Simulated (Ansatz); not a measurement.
The input, for Ansatz 0.2.0:

```yaml
crystal:
  periodic: [false, false, false]
  atoms:
    - {symbol: Al, position_ang: [-0.017761, 0.039424, 0.017439]}
    - {symbol: H, position_ang: [0.603419, 1.449853, 0.643355]}
    - {symbol: H, position_ang: [-0.642715, -1.367992, 0.646373]}
    - {symbol: H, position_ang: [-0.647656, 1.442945, -0.615260]}
    - {symbol: H, position_ang: [1.162405, -2.580153, -1.141280]}
basis:
  gaussian: {orbitals: cc-pVDZ}
total_charge: 1
magnetization: {spin_polarized: true, initial_magnetization: 2}
hamiltonian: {xc: {name: PBE}}
correlation: {method: rpa, electrons: outside_noble_gas}
```

```sh
$ ansatz run in.yaml --threads 1 --pin off --events-out ev --progress --plain --max-ram 2393MiB
```

**Question.** Roughly how long does this take on 1 thread of Arm Neoverse V1, shared host, and how much host memory?

**Answer.** 1.4 s wall and 0.19 GiB.

```
352 factors; integrals over basis functions are off by at most 1.2e-3 eV
mean field evaluation 1: about -6642.8274 eV, gradient 9.1e0 eV
mean field evaluation 2: about -6642.8229 eV, gradient 9.1e0 eV
mean field evaluation 4: about -6643.7858 eV, gradient 1.8e0 eV
mean field evaluation 8: about -6643.8276 eV, gradient 1.8e-2 eV
mean field evaluation 16: about -6643.8276 eV, gradient 1.9e-6 eV
mean field -6643.82758299 eV, -244.1561603268 hartree, gradient 1.8e-6 eV, S^2 2.005903; 1 other end points of the search recorded, 0 dependent functions left out
5 core orbitals not correlated: weight in the atoms' cores, before any rotation towards them, 1.000 or more for the frozen orbitals, at most 0.000 for the correlated occupied ones
reference -6632.60840579 eV, -243.7438631695 hartree; 4, 2 occupied and 29, 31 virtual orbitals, 352 factors
Total energy: -6637.49064405 eV, -243.9232821162 hartree
```
